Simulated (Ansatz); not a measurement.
`C[O][MgH]` → `[MgH2]` + `C=O`  (β-hydride elimination)

Gas-phase electronic energies from Ansatz, PBE0-D4/def2-TZVP geometries. CCSD(T)/CBS is the MP2 limit (def2-TZVPP, def2-QZVPP) plus CCSD(T) − MP2 in def2-TZVPP, frozen cores. This one scheme is used for every species. Functionals use def2-TZVPP. For Mg outer-core shells are correlated without core-valence functions, which leaves a few kJ/mol of doubt a bond.

```tsv
level	ΔE (kJ/mol)
PBE-D4	219.7
B97M-V	204.4
BHLYP-D4	231.6
BLYP	199.5
HF/def2-SVP	219.4
MP2/def2-SVP	232.3
CCSD/def2-SVP	223.0
HF/def2-TZVPP	202.0
```

(1) What does CCSD(T)/CBS give? (Best estimate.)

Largest T1 diagnostic among the species: 0.015.

## Answers

(1) Computed: +233.9 kJ/mol. The listed levels differ from it by -14.2, -29.5, -2.3, -34.4, -14.5, -1.6, -10.9, -31.9 kJ/mol.

From r2SCAN to r2SCAN0 (25 % exact exchange), in def2-TZVPP and without D4, ΔE moves by +7.5 kJ/mol. In def2-TZVPP, CCSD(T) changes the Hartree–Fock value by +18.1 kJ/mol (the triples alone add −1.8 kJ/mol) and MP2 by +32.9 kJ/mol. The D4 term adds +4.7 kJ/mol with B3LYP and +2.5 kJ/mol with PBE0; it sums over pairs of atoms, weighted by their polarisabilities, and B3LYP, whose exchange is more repulsive, gets the larger term.

B3LYP here is the variant with VWN-RPA as its local correlation; programs differ in this.
